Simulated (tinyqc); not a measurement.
RHF in the sto-6g basis, for H3O+, spin multiplicity 1, step by step (part 2 of 2). Computed by tinyqc, a small Python program that keeps every step (integrals from PySCF). Command: `OMP_NUM_THREADS=1 python tinyqc.py 22630 22631 out.jsonl` (the two numbers bound the seeds that draw the settings). One thread of a shared host (Intel(R) Xeon(R) Processor @ 2.60GHz), about 0.2 s of CPU time with the checks.

Geometry (angstrom):
```
atom         x         y        z
O      0.00000   0.00000  0.39700
H      0.94900   0.00000  0.00000
H     -0.47500   0.82200  0.00000
H     -0.47500  -0.82200  0.00000
```

## Iteration 1: diagonalisation and new density

Fock matrix F (hartree), order 1O 1s, 1O 2s, 1O 2px, 1O 2py, 1O 2pz, 2H 1s, 3H 1s, 4H 1s:
```
[[-19.47977, -4.78680, 0.00000, 0.00000, 0.01342, -0.98170, -0.98092, -0.98092],
 [-4.78680, -2.19331, 0.00002, 0.00000, 0.19277, -0.82552, -0.82508, -0.82508],
 [0.00000, 0.00002, -0.29401, 0.00000, 0.00002, -0.33997, 0.17010, 0.17010],
 [0.00000, 0.00000, 0.00000, -0.29383, 0.00000, 0.00000, -0.29430, 0.29430],
 [0.01342, 0.19277, 0.00002, 0.00000, -0.20330, 0.19931, 0.19920, 0.19920],
 [-0.98170, -0.82552, -0.33997, 0.00000, 0.19931, -0.49423, -0.29850, -0.29850],
 [-0.98092, -0.82508, 0.17010, -0.29430, 0.19920, -0.29850, -0.49409, -0.29850],
 [-0.98092, -0.82508, 0.17010, 0.29430, 0.19920, -0.29850, -0.29850, -0.49409]]
```

X, order 1O 1s, 1O 2s, 1O 2px, 1O 2py, 1O 2pz, 2H 1s, 3H 1s, 4H 1s:
```
[[1.02328, -0.14184, 0.00000, 0.00000, 0.00713, 0.01737, 0.01736, 0.01736],
 [-0.14184, 1.26707, 0.00004, 0.00000, -0.07928, -0.24046, -0.24024, -0.24024],
 [0.00000, 0.00004, 1.09313, 0.00000, -0.00002, -0.23432, 0.11716, 0.11716],
 [0.00000, 0.00000, 0.00000, 1.09300, 0.00000, 0.00000, -0.20278, 0.20278],
 [0.00713, -0.07928, -0.00002, 0.00000, 1.02553, 0.07770, 0.07761, 0.07761],
 [0.01737, -0.24046, -0.23432, 0.00000, 0.07770, 1.17026, -0.06686, -0.06686],
 [0.01736, -0.24024, 0.11716, -0.20278, 0.07761, -0.06686, 1.17008, -0.06689],
 [0.01736, -0.24024, 0.11716, 0.20278, 0.07761, -0.06686, -0.06689, 1.17008]]
```

D at the start, order 1O 1s, 1O 2s, 1O 2px, 1O 2py, 1O 2pz, 2H 1s, 3H 1s, 4H 1s:
```
[[2.13098, -0.61101, -0.00001, 0.00000, 0.04155, 0.07518, 0.07512, 0.07512],
 [-0.61101, 2.82976, 0.00012, 0.00000, -0.25805, -0.33472, -0.33444, -0.33444],
 [-0.00001, 0.00012, 2.32689, 0.00000, -0.00006, -0.40379, 0.20189, 0.20189],
 [0.00000, 0.00000, 0.00000, 2.32643, 0.00000, 0.00000, -0.34941, 0.34941],
 [0.04155, -0.25805, -0.00006, 0.00000, 2.09057, 0.13659, 0.13643, 0.13643],
 [0.07518, -0.33472, -0.40379, 0.00000, 0.13659, 0.11510, 0.00997, 0.00997],
 [0.07512, -0.33444, 0.20189, -0.34941, 0.13643, 0.00997, 0.11496, 0.01000],
 [0.07512, -0.33444, 0.20189, 0.34941, 0.13643, 0.00997, 0.01000, 0.11496]]
```

overlap S, order 1O 1s, 1O 2s, 1O 2px, 1O 2py, 1O 2pz, 2H 1s, 3H 1s, 4H 1s:
```
[[1.00000, 0.23114, 0.00000, 0.00000, 0.00000, 0.04704, 0.04700, 0.04700],
 [0.23114, 1.00000, 0.00000, 0.00000, 0.00000, 0.43121, 0.43100, 0.43100],
 [0.00000, 0.00000, 1.00000, 0.00000, 0.00000, 0.33854, -0.16933, -0.16933],
 [0.00000, 0.00000, 0.00000, 1.00000, 0.00000, 0.00000, 0.29303, -0.29303],
 [0.00000, 0.00000, 0.00000, 0.00000, 1.00000, -0.14162, -0.14152, -0.14152],
 [0.04704, 0.43121, 0.33854, 0.00000, -0.14162, 1.00000, 0.20798, 0.20798],
 [0.04700, 0.43100, -0.16933, 0.29303, -0.14152, 0.20798, 1.00000, 0.20804],
 [0.04700, 0.43100, -0.16933, -0.29303, -0.14152, 0.20798, 0.20804, 1.00000]]
```

Diagonalise F' = X^T F X, C = X C', fill 5 alpha and 5 beta electrons from the bottom; D = 2 C_occ C_occ^T; the new density keeps 0.2 of the old one (damping). Each column has its largest component positive (the first on a tie).

F' = X^T F X (hartree):
```
[[-19.14551, -2.47416, 0.00001, 0.00000, 0.01381, -0.16084, -0.16062, -0.16062],
 [-2.47416, -1.09159, 0.00007, 0.00000, 0.06606, -0.35505, -0.35473, -0.35473],
 [0.00001, 0.00007, -0.10615, 0.00000, -0.00001, -0.35578, 0.17793, 0.17793],
 [0.00000, 0.00000, 0.00000, -0.10620, 0.00000, 0.00000, -0.30792, 0.30792],
 [0.01381, 0.06606, -0.00001, 0.00000, -0.15166, 0.13639, 0.13625, 0.13625],
 [-0.16084, -0.35505, -0.35578, 0.00000, 0.13639, -0.10236, -0.07448, -0.07448],
 [-0.16062, -0.35473, 0.17793, -0.30792, 0.13625, -0.07448, -0.10264, -0.07448],
 [-0.16062, -0.35473, 0.17793, 0.30792, 0.13625, -0.07448, -0.07448, -0.10264]]
```

orbital energies (hartree): [-19.48514, -1.16195, -0.50457, -0.50439, -0.19857, 0.20539, 0.37002, 0.37046]

coefficients C, order 1O 1s, 1O 2s, 1O 2px, 1O 2py, 1O 2pz, 2H 1s, 3H 1s, 4H 1s:
```
[[0.99545, -0.22090, -0.00003, 0.00000, -0.10261, -0.13396, 0.00000, -0.00018],
 [0.02148, 0.82021, 0.00012, 0.00000, 0.53740, 0.91821, 0.00000, 0.00130],
 [0.00000, -0.00003, 0.61310, 0.00000, -0.00008, -0.00120, 0.00000, 0.94942],
 [0.00000, 0.00000, 0.00000, 0.61310, 0.00000, 0.00000, 0.94921, 0.00000],
 [-0.00247, -0.17507, -0.00005, 0.00000, 0.83393, -0.59163, 0.00000, -0.00072],
 [-0.00393, 0.12171, 0.50851, 0.00000, -0.19144, -0.60808, 0.00000, -0.90427],
 [-0.00393, 0.12168, -0.25444, 0.44060, -0.19141, -0.60919, -0.78233, 0.45105],
 [-0.00393, 0.12168, -0.25444, -0.44060, -0.19141, -0.60919, 0.78233, 0.45105]]
```

D after iteration 1, order 1O 1s, 1O 2s, 1O 2px, 1O 2py, 1O 2pz, 2H 1s, 3H 1s, 4H 1s:
```
[[2.10658, -0.46612, -0.00001, 0.00000, -0.07066, -0.00284, -0.00280, -0.00280],
 [-0.46612, 2.10515, 0.00004, 0.00000, 0.43560, -0.07186, -0.07197, -0.07197],
 [-0.00001, 0.00004, 1.06681, 0.00000, -0.00015, 0.41809, -0.20920, -0.20920],
 [0.00000, 0.00000, 0.00000, 1.06672, 0.00000, 0.00000, 0.36233, -0.36233],
 [-0.07066, 0.43560, -0.00015, 0.00000, 1.57988, -0.26224, -0.26217, -0.26217],
 [-0.00284, -0.07186, 0.41809, 0.00000, -0.26224, 0.51912, -0.12267, -0.12267],
 [-0.00280, -0.07197, -0.20920, 0.36233, -0.26217, -0.12267, 0.51951, -0.12268],
 [-0.00280, -0.07197, -0.20920, -0.36233, -0.26217, -0.12267, -0.12268, 0.51951]]
```

## Iteration 2: building the Fock matrix

core Hamiltonian H = T + V (hartree), order 1O 1s, 1O 2s, 1O 2px, 1O 2py, 1O 2pz, 2H 1s, 3H 1s, 4H 1s:
```
[[-33.47402, -7.40394, 0.00000, 0.00000, 0.01645, -1.51655, -1.51535, -1.51535],
 [-7.40394, -9.68728, 0.00002, 0.00000, 0.18722, -3.48472, -3.48276, -3.48276],
 [0.00000, 0.00002, -8.02769, 0.00000, 0.00002, -2.29150, 1.14612, 1.14612],
 [0.00000, 0.00000, 0.00000, -8.02751, 0.00000, 0.00000, -1.98334, 1.98334],
 [0.01645, 0.18722, 0.00002, 0.00000, -7.93932, 1.01357, 1.01283, 1.01283],
 [-1.51655, -3.48472, -2.29150, 0.00000, 1.01357, -5.11557, -1.35430, -1.35430],
 [-1.51535, -3.48276, 1.14612, -1.98334, 1.01283, -1.35430, -5.11443, -1.35449],
 [-1.51535, -3.48276, 1.14612, 1.98334, 1.01283, -1.35430, -1.35449, -5.11443]]
```

nuclear repulsion = 13.3088185 hartree

Given earlier and not repeated: Two-electron integrals (ij|kl) in chemists' order.

J_ij = sum D_kl (ij|kl), K_ij = sum D_kl (ik|jl); F = H + J - 0.5 K; E = tr D H + tr D J / 2 - 0.25 tr D K + E_nn.

Coulomb J (hartree), order 1O 1s, 1O 2s, 1O 2px, 1O 2py, 1O 2pz, 2H 1s, 3H 1s, 4H 1s:
```
[[17.23703, 3.05576, 0.00000, 0.00000, 0.00666, 0.64025, 0.63974, 0.63974],
 [3.05576, 8.07915, -0.00006, 0.00000, -0.02246, 2.87904, 2.87744, 2.87744],
 [0.00000, -0.00006, 8.07709, 0.00000, -0.00001, 2.06764, -1.03416, -1.03416],
 [0.00000, 0.00000, 0.00000, 8.07704, 0.00000, 0.00000, 1.78960, -1.78960],
 [0.00666, -0.02246, -0.00001, 0.00000, 8.08331, -0.87779, -0.87713, -0.87713],
 [0.64025, 2.87904, 2.06764, 0.00000, -0.87779, 4.80067, 1.12772, 1.12772],
 [0.63974, 2.87744, -1.03416, 1.78960, -0.87713, 1.12772, 4.79985, 1.12793],
 [0.63974, 2.87744, -1.03416, -1.78960, -0.87713, 1.12772, 1.12793, 4.79985]]
```

exchange K (hartree), order 1O 1s, 1O 2s, 1O 2px, 1O 2py, 1O 2pz, 2H 1s, 3H 1s, 4H 1s:
```
[[9.80129, 1.51200, 0.00000, 0.00000, -0.00275, 0.33876, 0.33850, 0.33850],
 [1.51200, 2.55263, 0.00001, 0.00000, 0.09661, 0.97168, 0.97117, 0.97117],
 [0.00000, 0.00001, 1.84087, 0.00000, -0.00013, 0.69000, -0.34518, -0.34518],
 [0.00000, 0.00000, 0.00000, 1.84065, 0.00000, 0.00000, 0.59736, -0.59736],
 [-0.00275, 0.09661, -0.00013, 0.00000, 2.07410, -0.31575, -0.31555, -0.31555],
 [0.33876, 0.97168, 0.69000, 0.00000, -0.31575, 1.02678, 0.31862, 0.31862],
 [0.33850, 0.97117, -0.34518, 0.59736, -0.31555, 0.31862, 1.02658, 0.31866],
 [0.33850, 0.97117, -0.34518, -0.59736, -0.31555, 0.31862, 0.31866, 1.02658]]
```

Fock matrix F (hartree), order 1O 1s, 1O 2s, 1O 2px, 1O 2py, 1O 2pz, 2H 1s, 3H 1s, 4H 1s:
```
[[-21.13764, -5.10418, 0.00000, 0.00000, 0.02449, -1.04568, -1.04486, -1.04486],
 [-5.10418, -2.88445, -0.00005, 0.00000, 0.11645, -1.09152, -1.09090, -1.09090],
 [0.00000, -0.00005, -0.87103, 0.00000, 0.00007, -0.56886, 0.28455, 0.28455],
 [0.00000, 0.00000, 0.00000, -0.87079, 0.00000, 0.00000, -0.49243, 0.49243],
 [0.02449, 0.11645, 0.00007, 0.00000, -0.89307, 0.29365, 0.29347, 0.29347],
 [-1.04568, -1.09152, -0.56886, 0.00000, 0.29365, -0.82829, -0.38589, -0.38589],
 [-1.04486, -1.09090, 0.28455, -0.49243, 0.29347, -0.38589, -0.82787, -0.38590],
 [-1.04486, -1.09090, 0.28455, 0.49243, 0.29347, -0.38589, -0.38590, -0.82787]]
```

total energy of this density = -75.5526280 hartree

This density is a damped mixture and is not idempotent.

## Iteration 2: DIIS over 2 matrices

error matrix X^T (FDS - SDF) X:
```
[[0.00000, -0.01691, 0.00000, 0.00000, 0.02221, -0.00441, -0.00441, -0.00441],
 [0.01691, 0.00000, 0.00006, 0.00000, 0.03147, 0.06898, 0.06896, 0.06896],
 [0.00000, -0.00006, 0.00000, 0.00000, -0.00001, -0.00549, 0.00283, 0.00283],
 [0.00000, 0.00000, 0.00000, 0.00000, 0.00000, 0.00000, -0.00497, 0.00497],
 [-0.02221, -0.03147, 0.00001, 0.00000, 0.00000, 0.02496, 0.02506, 0.02506],
 [0.00441, -0.06898, 0.00549, 0.00000, -0.02496, 0.00000, 0.00003, 0.00003],
 [0.00441, -0.06896, -0.00283, 0.00497, -0.02506, -0.00003, 0.00000, 0.00000],
 [0.00441, -0.06896, -0.00283, -0.00497, -0.02506, -0.00003, 0.00000, 0.00000]]
```

B (overlaps of the stored error matrices):
```
[[5.0864084e+00, 1.4524339e-01],
 [1.4524339e-01, 3.6140060e-02]]
```

Minimise |sum c_i e_i|^2 with sum c_i = 1: solve [B -1; -1 0][c; lambda] = [0; -1] with B_ij = tr e_i^T e_j, and take F = sum c_i F_i.

DIIS coefficients: [-0.02258, 1.02258]

extrapolated F (hartree), order 1O 1s, 1O 2s, 1O 2px, 1O 2py, 1O 2pz, 2H 1s, 3H 1s, 4H 1s:
```
[[-21.17507, -5.11135, 0.00000, 0.00000, 0.02474, -1.04713, -1.04630, -1.04630],
 [-5.11135, -2.90005, -0.00005, 0.00000, 0.11473, -1.09753, -1.09690, -1.09690],
 [0.00000, -0.00005, -0.88406, 0.00000, 0.00007, -0.57403, 0.28713, 0.28713],
 [0.00000, 0.00000, 0.00000, -0.88381, 0.00000, 0.00000, -0.49690, 0.49690],
 [0.02474, 0.11473, 0.00007, 0.00000, -0.90864, 0.29578, 0.29560, 0.29560],
 [-1.04713, -1.09753, -0.57403, 0.00000, 0.29578, -0.83583, -0.38787, -0.38787],
 [-1.04630, -1.09690, 0.28713, -0.49690, 0.29560, -0.38787, -0.83540, -0.38787],
 [-1.04630, -1.09690, 0.28713, 0.49690, 0.29560, -0.38787, -0.38787, -0.83540]]
```

## Iteration 2: diagonalisation and new density

As before.

F' = X^T F X (hartree):
```
[[-20.84375, -2.52192, 0.00001, 0.00000, 0.03597, -0.16725, -0.16702, -0.16702],
 [-2.52192, -1.72792, 0.00000, 0.00000, -0.05126, -0.43635, -0.43600, -0.43600],
 [0.00001, 0.00000, -0.65212, 0.00000, 0.00005, -0.46733, 0.23373, 0.23373],
 [0.00000, 0.00000, 0.00000, -0.65213, 0.00000, 0.00000, -0.40455, 0.40455],
 [0.03597, -0.05126, 0.00005, 0.00000, -0.83830, 0.18668, 0.18652, 0.18652],
 [-0.16725, -0.43635, -0.46733, 0.00000, 0.18668, -0.33397, -0.07511, -0.07511],
 [-0.16702, -0.43600, 0.23373, -0.40455, 0.18652, -0.07511, -0.33401, -0.07511],
 [-0.16702, -0.43600, 0.23373, 0.40455, 0.18652, -0.07511, -0.07511, -0.33401]]
```

orbital energies (hartree): [-21.17807, -1.79964, -1.06074, -1.06047, -0.93847, 0.02198, 0.14944, 0.14975]

coefficients C, order 1O 1s, 1O 2s, 1O 2px, 1O 2py, 1O 2pz, 2H 1s, 3H 1s, 4H 1s:
```
[[0.99673, -0.23082, 0.00004, 0.00000, -0.06672, -0.13034, 0.00000, 0.00012],
 [0.01555, 0.90374, -0.00020, 0.00000, 0.36487, 0.92466, 0.00000, -0.00097],
 [0.00000, 0.00005, 0.72296, 0.00000, 0.00028, -0.00076, 0.00000, -0.86869],
 [0.00000, 0.00000, 0.00000, 0.72305, 0.00000, 0.00000, 0.86839, 0.00000],
 [-0.00244, -0.12074, -0.00036, 0.00000, 0.90285, -0.49640, 0.00000, 0.00048],
 [-0.00285, 0.07830, 0.39611, 0.00000, -0.13733, -0.62964, 0.00000, 0.95874],
 [-0.00284, 0.07822, -0.19809, 0.34309, -0.13752, -0.63042, -0.82973, -0.47859],
 [-0.00284, 0.07822, -0.19809, -0.34309, -0.13752, -0.63042, 0.82973, -0.47859]]
```

D after iteration 2, order 1O 1s, 1O 2s, 1O 2px, 1O 2py, 1O 2pz, 2H 1s, 3H 1s, 4H 1s:
```
[[2.10323, -0.44113, -0.00001, 0.00000, -0.06981, -0.01934, -0.01931, -0.01931],
 [-0.44113, 1.94123, 0.00002, 0.00000, 0.43954, 0.01848, 0.01841, 0.01841],
 [-0.00001, 0.00002, 1.04965, 0.00000, -0.00006, 0.54176, -0.27103, -0.27103],
 [0.00000, 0.00000, 0.00000, 1.04982, 0.00000, 0.00000, 0.46937, -0.46937],
 [-0.06981, 0.43954, -0.00006, 0.00000, 1.64352, -0.26618, -0.26608, -0.26608],
 [-0.01934, 0.01848, 0.54176, 0.00000, -0.26618, 0.39486, -0.11004, -0.11004],
 [-0.01931, 0.01841, -0.27103, 0.46937, -0.26608, -0.11004, 0.39508, -0.11003],
 [-0.01931, 0.01841, -0.27103, -0.46937, -0.26608, -0.11004, -0.11003, 0.39508]]
```

## Iteration 16 (converged): orbitals

converged F (hartree), order 1O 1s, 1O 2s, 1O 2px, 1O 2py, 1O 2pz, 2H 1s, 3H 1s, 4H 1s:
```
[[-21.12077, -5.10128, 0.00000, 0.00000, 0.02283, -1.04551, -1.04469, -1.04469],
 [-5.10128, -2.86262, -0.00002, 0.00000, 0.12206, -1.10341, -1.10282, -1.10282],
 [0.00000, -0.00002, -0.86926, 0.00000, 0.00003, -0.58871, 0.29450, 0.29450],
 [0.00000, 0.00000, 0.00000, -0.86909, 0.00000, 0.00000, -0.50964, 0.50964],
 [0.02283, 0.12206, 0.00003, 0.00000, -0.90034, 0.29323, 0.29306, 0.29306],
 [-1.04551, -1.10341, -0.58871, 0.00000, 0.29323, -0.83581, -0.38973, -0.38973],
 [-1.04469, -1.10282, 0.29450, -0.50964, 0.29306, -0.38973, -0.83542, -0.38975],
 [-1.04469, -1.10282, 0.29450, 0.50964, 0.29306, -0.38973, -0.38975, -0.83542]]
```

Diagonalise F' = X^T F X, C = X C', fill 5 alpha and 5 beta electrons from the bottom; D = 2 C_occ C_occ^T. Each column has its largest component positive (the first on a tie).

F' = X^T F X (hartree):
```
[[-20.78885, -2.52510, 0.00001, 0.00000, 0.03340, -0.16519, -0.16496, -0.16496],
 [-2.52510, -1.66164, 0.00003, 0.00000, -0.04571, -0.45423, -0.45389, -0.45389],
 [0.00001, 0.00003, -0.62299, 0.00000, 0.00000, -0.49275, 0.24644, 0.24644],
 [0.00000, 0.00000, 0.00000, -0.62309, 0.00000, 0.00000, -0.42655, 0.42655],
 [0.03340, -0.04571, 0.00000, 0.00000, -0.83162, 0.18393, 0.18376, 0.18376],
 [-0.16519, -0.45423, -0.49275, 0.00000, 0.18393, -0.31958, -0.07761, -0.07761],
 [-0.16496, -0.45389, 0.24644, -0.42655, 0.18376, -0.07761, -0.31967, -0.07762],
 [-0.16496, -0.45389, 0.24644, 0.42655, 0.18376, -0.07761, -0.07762, -0.31967]]
```

orbital energies (hartree): [-21.12382, -1.77561, -1.06539, -1.06518, -0.91854, 0.06099, 0.20003, 0.20040]

coefficients C, order 1O 1s, 1O 2s, 1O 2px, 1O 2py, 1O 2pz, 2H 1s, 3H 1s, 4H 1s:
```
[[0.99670, -0.22698, 0.00001, 0.00000, -0.06833, -0.13632, 0.00000, 0.00015],
 [0.01566, 0.87823, -0.00008, 0.00000, 0.36081, 0.95047, 0.00000, -0.00115],
 [0.00000, 0.00002, 0.71199, 0.00000, 0.00012, -0.00091, 0.00000, -0.87771],
 [0.00000, 0.00000, 0.00000, 0.71209, 0.00000, 0.00000, 0.87739, 0.00000],
 [-0.00235, -0.12987, -0.00014, 0.00000, 0.91184, -0.47728, 0.00000, 0.00057],
 [-0.00283, 0.09310, 0.40810, 0.00000, -0.12072, -0.63088, 0.00000, 0.95379],
 [-0.00283, 0.09304, -0.20412, 0.35347, -0.12075, -0.63192, -0.82536, -0.47595],
 [-0.00283, 0.09304, -0.20412, -0.35347, -0.12075, -0.63192, 0.82536, -0.47595]]
```

D after iteration 16, order 1O 1s, 1O 2s, 1O 2px, 1O 2py, 1O 2pz, 2H 1s, 3H 1s, 4H 1s:
```
[[2.09921, -0.41677, -0.00001, 0.00000, -0.07033, -0.03140, -0.03137, -0.03137],
 [-0.41677, 1.80344, 0.00001, 0.00000, 0.42981, 0.07627, 0.07623, 0.07623],
 [-0.00001, 0.00001, 1.01385, 0.00000, 0.00001, 0.58110, -0.29069, -0.29069],
 [0.00000, 0.00000, 0.00000, 1.01415, 0.00000, 0.00000, 0.50341, -0.50341],
 [-0.07033, 0.42981, 0.00001, 0.00000, 1.69666, -0.24445, -0.24430, -0.24430],
 [-0.03140, 0.07627, 0.58110, 0.00000, -0.24445, 0.37959, -0.12011, -0.12011],
 [-0.03137, 0.07623, -0.29069, 0.50341, -0.24430, -0.12011, 0.37970, -0.12007],
 [-0.03137, 0.07623, -0.29069, -0.50341, -0.24430, -0.12011, -0.12007, 0.37970]]
```

## Convergence

Stop when the energy changes by less than 1e-09 hartree and every element of the error matrix X^T (F D S - S D F) X is below 9e-06.

Course of the cycle:
```
iteration  E (hartree)     change  largest element of the error matrix
1          -74.0170671          -                             7.03e-01
2          -75.5526280  -1.54e+00                             6.90e-02
3          -75.9352087  -3.83e-01                             4.15e-02
4          -76.0152646  -8.01e-02                             8.63e-03
5          -76.0316211  -1.64e-02                             2.89e-03
6          -76.0349197  -3.30e-03                             6.91e-04
7          -76.0355826  -6.63e-04                             1.37e-04
8          -76.0357154  -1.33e-04                             2.75e-05
9          -76.0357420  -2.66e-05                             5.51e-06
10         -76.0357473  -5.31e-06                             1.10e-06
11         -76.0357484  -1.06e-06                             2.20e-07
12         -76.0357486  -2.13e-07                             4.40e-08
13         -76.0357486  -4.25e-08                             8.80e-09
14         -76.0357487  -8.50e-09                             1.76e-09
15         -76.0357487  -1.70e-09                             3.52e-10
16         -76.0357487  -3.40e-10                             7.05e-11
```

PySCF RHF in the same basis = -76.0357487 hartree

Converged in 16 iterations.

## Populations, bond orders and dipole

Mulliken: Z minus the diagonal of D S on the atom; Loewdin: the same with S^(1/2) D S^(1/2); Mayer order: 2 sum_s sum (D(s) S)_ij (D(s) S)_ji over the two atoms.

Charges (e):
```
atom  Mulliken  Loewdin
1O    -0.22276  0.01691
2H     0.40762  0.32767
3H     0.40757  0.32771
4H     0.40757  0.32771
```

Mayer bond orders:
```
pair    order
2-1   0.81443
3-1   0.81450
3-2   0.00971
4-1   0.81450
4-2   0.00971
4-3   0.00968
```

dipole moment about the origin, x y z (debye): [-0.00195, 0.00000, -0.97866]
